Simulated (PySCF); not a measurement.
# C4H4S: the cost of one run

The runs use PySCF 2.14.0, with density-fitted response routines of our own; the level of theory stands in each step. All values are computed, except where a source is named. Atoms are numbered from 0 throughout.

**1. Starting geometry**

9 atoms, charge 0, multiplicity 1; geometry from: GFN2-xTB.

Bonds of the start (Å): C0–C1 1.41, C1–C2 1.36, C2–S3 1.72, S3–C4 1.72, C4–C0 1.36, C0–H5 1.08, C1–H6 1.08, C2–H7 1.07, C4–H8 1.07.

**2. Geometry optimisation at PBE0-D3(BJ)/def2-TZVP**

Job settings and geometry (Å):

```
{"job": {"xc": "PBE0", "basis": "def2-TZVP", "d3": "d3bj", "grid": 2, "kind": "geom"}, "charge": 0, "multiplicity": 1}
C      0.393710    -1.425590     0.173470
C     -0.981490    -1.097690     0.221740
C     -1.204510     0.228930     0.050930
S      0.257680     1.105400    -0.173300
C      1.178750    -0.339480    -0.033610
H      0.774170    -2.424790     0.288070
H     -1.762940    -1.819900     0.376750
H     -2.138750     0.754010     0.041160
H      2.246430    -0.291720    -0.113560
```

**Question.** How long does this first job take on 8 threads of Intel Xeon at 2.50GHz (Skylake/Cascade Lake), shared host?

About 81 s.
